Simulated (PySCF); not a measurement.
## One molecule, many functionals

3-methyl-1-pentene, C6H12.
SMILES: `C=C[C@H](C)CC`

Linear-response calculations in the def2-SVPD basis (PySCF; singlets by full response, triplets Tamm–Dancoff, core orbitals frozen in the response; HF means time-dependent Hartree–Fock). 'Strongest' is the level of largest summed f among the singlets computed (10 roots, of which the last may lack a degenerate partner); it can jump between rows when another state enters that window. S1 is the lowest singlet of each run and needn't be the same state throughout; f(S1) is that of one state. The structure is a single PBE0-D3(BJ)/def2-SVP conformer in the gas phase; no vibrational or solvent corrections.

```tsv
functional	kind	S1 (eV)	f(S1)	strongest (eV)	T1 (eV)	HOMO (eV)	gap (eV)	ionisation energy, ΔSCF (eV)
LDA	LDA	6.61	0.025	7.03	4.75	-6.47	5.50	9.56
PBE	GGA	6.52	0.023	6.89	4.49	-6.28	5.55	9.34
B3LYP	global hybrid, 20% exact exchange	6.95	0.040	7.24	4.44	-7.17	7.23	9.48
PBE0	global hybrid, 25% exact exchange	7.23	0.046	7.35	4.35	-7.40	7.71	9.45
BHandHLYP	global hybrid, 50% exact exchange	7.43	0.082	7.43	4.27	-8.36	9.73	9.33
CAM-B3LYP	range-separated hybrid	7.38	0.053	7.39	4.39	-8.74	10.16	9.57
wB97X-D	range-separated hybrid	7.42	0.430	7.42	4.52	-9.25	11.39	9.51
LC-wPBE	range-separated hybrid	7.57	0.444	7.57	4.24	-10.13	12.73	9.62
HF	Hartree–Fock	7.49	0.505	7.49	3.73	-9.80	12.64	not settled
```

S1 runs from 6.52 eV (PBE) to 7.57 eV (LC-wPBE), a spread of 1.06 eV, while the orbital gap spreads over 7.2 eV. Along PBE (0%), B3LYP (20%), PBE0 (25%), BHandHLYP (50%), HF (100%) S1 rises with the share of exact exchange. −ε(HOMO) comes closest to its own ΔSCF ionisation energy with wB97X-D (-0.25 eV) and misses most with LDA (-3.09 eV). 'Not settled' means that the ion's SCF failed to converge or may have ended in another state than the lowest.
